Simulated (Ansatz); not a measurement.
# SiF+ (quintet): the correlation ladder, 6-31G

One table from this session's results is given with a row withheld; the runs are named, their logs left out.

Method: 6-31G, core rule «outside noble gas», up to 6 orbitals frozen; program: Ansatz 0.2.0, Gaussian basis.

The runs, in order: UHF; CCSD(T) on ROHF; CCSD(T) on UHF; BCCD(T) on ROHF; CISD; CCSDT(Q) on ROHF; CCSDT(Q) on UHF; CISDTQ; CCSDTQ on ROHF; CCSDTQ on UHF; Full CI.

13 further runs of the same task are left out: 4 for a known fault of the program, 4 that didn't finish, 5 set aside as unsound or not needed.

## The geometry

The geometry is a PBE0/def2-TZVP stationary point (not a proven minimum) of the parent state, kept for this charge and spin.

2 atoms, charge 1, spin multiplicity 5.

Atoms are counted from 1 here; the program's logs count them from 0.

Bond lengths: Si1–F2 1.555 Å.

The first run:

Contents of in.yaml:

```yaml
crystal:
  periodic: [false, false, false]
  atoms:
    - {symbol: Si, position_ang: [0.000000, 0.000000, 0.000000]}
    - {symbol: F, position_ang: [0.000000, 0.000000, 1.554800]}
basis:
  gaussian: {orbitals: 6-31G}
total_charge: 1
magnetization: {spin_polarized: true, initial_magnetization: 4}
hamiltonian: {xc: hf}
output: {orbitals: {seedname: orbitals}}
```

On the command line:

```
> ansatz run in.yaml --threads 1 --pin off --events-out ev --progress --plain --max-ram 2393MiB
```

Among the steps run: UHF; CCSD(T) on ROHF; CCSD(T) on UHF; BCCD(T) on ROHF; CISD; CCSDT(Q) on ROHF; CCSDT(Q) on UHF; CISDTQ; CCSDTQ on ROHF; CCSDTQ on UHF; Full CI.

One of the session's tables, all rows but one given; the rest of the session is left out.

```
   method  from FCI (meV)
     ROHF         +2501.9
      UHF         +2462.3
     RMP2          +227.0
     UMP2          +217.7
     CISD           +73.5
    RCCSD           +26.7
    UCCSD           +25.6
 RCCSD(T)               ?
 UCCSD(T)            +3.7
  BCCD(T)            +4.4
   RCCSDT            +1.0
   UCCSDT            +0.1
   CISDTQ            +1.7
RCCSDT(Q)            +0.1
UCCSDT(Q)            -0.9
  RCCSDTQ             0.0
  UCCSDTQ            -0.9
      FCI               0
```

Estimate the missing values for RCCSD(T).

The run gave: from FCI (meV): +4.7. In the column «from FCI (meV)» it lies between BCCD(T) (+4.4) and UCCSD (+25.6).

Among the levels timed on like hardware and quicker than the yardstick, those that no quicker one beats, quickest first: RCCSD(T) (2.4 s, +4.7 meV); BCCD(T) (2.6 s, +4.4 meV); UCCSD(T) (2.8 s, +3.7 meV); UCCSDT(Q) (9.5 s, -0.9 meV); RCCSDT(Q) (10 s, +0.1 meV).

To keep in mind: The yardstick is full CI for this spin, exact in this basis with these frozen cores. Levels on UHF freeze UHF's core orbitals, full CI those of ROHF, so the U rows can settle a little off it for that reason alone. Restricted and unrestricted rows rest on different reference determinants; where their highest levels disagree by more than a few hundredths of an eV, they describe different states and don't form one ladder.
